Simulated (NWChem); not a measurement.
Species: AlCl3; SMILES [Cl][Al]([Cl])[Cl]

```xyz
4

Al     0.0000     0.0000     0.0023
Cl    -2.0375     0.4560    -0.0002
Cl     1.4136     1.5365    -0.0002
Cl     0.6238    -1.9925    -0.0002
```
Atoms are numbered in this order, from 1.

Results from NWChem. The geometry was optimised at B3LYP/6-31G* (spherical d). GIAO values for the isolated, static molecule; σ is the absolute isotropic shielding.

Q: Predict the results for PBE0/pcSseg-1. Quantities: σ Al1 (ppm); σ Cl2 (ppm).

A: 
```
Item         Result
-----------  ------
σ Al1 (ppm)   413.6
σ Cl2 (ppm)   906.5
```
